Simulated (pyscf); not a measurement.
Optimised with ωB97X-D3(BJ)/def2-SVP in PySCF.

### Question
`[CuH]` + `[SiH3][Cl]` → `[Cl][Cu]` + `[SiH4]`
Surface: singlet. Broken: Cu–H, Cl–Si. Formed: Cl–Cu, H–Si. Give ΔE‡ and ΔE from r²SCAN/def2-TZVP, relative to the separated reactants.

### Answer
ΔE‡ = -55.3 kJ/mol, ΔE = -25.0 kJ/mol. ωB97M-D3(BJ)/def2-TZVP gives -3.7 kJ/mol and -32.4 kJ/mol. Zero-point energy shifts the barrier by +6.2 kJ/mol. It is a four-centre exchange, with an imaginary mode of 198i cm⁻¹. On the reactant side the descent ends in an adduct with a Cl–Cu contact, 80.8 kJ/mol under the separated species and 49.2 kJ/mol under the saddle at ωB97X-D3(BJ)/def2-TZVP. On the product side the descent ends in an adduct with a Cu–Si, Cu–H contact, 107.5 kJ/mol under the separated species and 117.5 kJ/mol under the saddle at ωB97X-D3(BJ)/def2-TZVP. At r²SCAN the saddle lies under the separated reactants, which points to a path from their complex (located at ωB97X-D3(BJ) alone). At r²SCAN the saddle lies under the separated products, which points to a path from their complex (located at ωB97X-D3(BJ) alone). What is counted as formed (Cl–Cu) is already present as a longer contact in the reactant adduct; forming that adduct is a step of its own. What is counted as broken (Cu–H) persists as a longer contact in the product adduct; parting that adduct is a step of its own. At ωB97X-D3(BJ)/def2-TZVP the barrier from the zero used here is -31.6 kJ/mol. This is the saddle that the search found; another between the same sides may lie lower.
